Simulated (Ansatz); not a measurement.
**SiCl₂: small, medium and large basis sets**

The task here is to estimate one member of a computed series from the others.

Program: Ansatz 0.2.0, Gaussian basis. Level of theory: one geometry, several basis sets. These are calculated values, not measurements.

Levels to be run: PBE0-D4/def2-SVP; ωB97M-V/def2-SVP; PBE0-D4/def2-QZVPP; ωB97M-V/def2-QZVPP; CCSD(T)/cc-pV(D+d)Z; CCSD(T)/cc-pV(T+d)Z; CCSD(T)/cc-pV(Q+d)Z; the functionals' def2-TZVPP values are taken from earlier runs.

### Structure used throughout

The geometry comes from an earlier relaxation with PBE0-D4 in a triple-zeta def2 set; it is a stationary point.

3 atoms, charge 0, spin multiplicity 1.

Atoms are counted from 1 here; the program's logs count them from 0.

Bond lengths: Cl1–Si2 2.077 Å, Si2–Cl3 2.077 Å. Angles: Cl1–Si2–Cl3 101.3°.

Set-up of the first run:

in.yaml reads:

```yaml
crystal:
  periodic: [false, false, false]
  atoms:
    - {symbol: Cl, position_ang: [0.293807, 1.603811, 0.338022]}
    - {symbol: Si, position_ang: [-0.770143, -0.010439, -0.422046]}
    - {symbol: Cl, position_ang: [0.476336, -1.593372, 0.084025]}
basis:
  gaussian: {orbitals: def2-SVP}
hamiltonian: {xc: pbe0, dispersion: d4}
output: {orbitals: {seedname: orbitals}}
```

Among the steps run: PBE0-D4 in def2-SVP; ωB97M-V in def2-SVP; PBE0-D4 in def2-QZVPP; ωB97M-V in def2-QZVPP.

One table of the session follows, with a row left open; its other results are not shown here.

It belongs to the step «Functionals by basis». 

| functional | basis | HOMO (eV) | LUMO (eV) |
| --- | --- | --- | --- |
| PBE0-D4 | def2-SVP | -7.65 | -2.79 |
| PBE0-D4 | def2-TZVPP | -7.74 | -2.86 |
| PBE0-D4 | def2-QZVPP | ? | ? |
| ωB97M-V | def2-SVP | -9.65 | -0.68 |
| ωB97M-V | def2-TZVPP | -9.79 | -0.82 |
| ωB97M-V | def2-QZVPP | -9.84 | -0.89 |

Estimate the missing values for PBE0-D4, def2-QZVPP.

As computed: HOMO (eV): -7.78; LUMO (eV): -2.90. In the column «HOMO (eV)» it lies between ωB97M-V, def2-SVP (-9.65) and PBE0-D4, def2-TZVPP (-7.74).
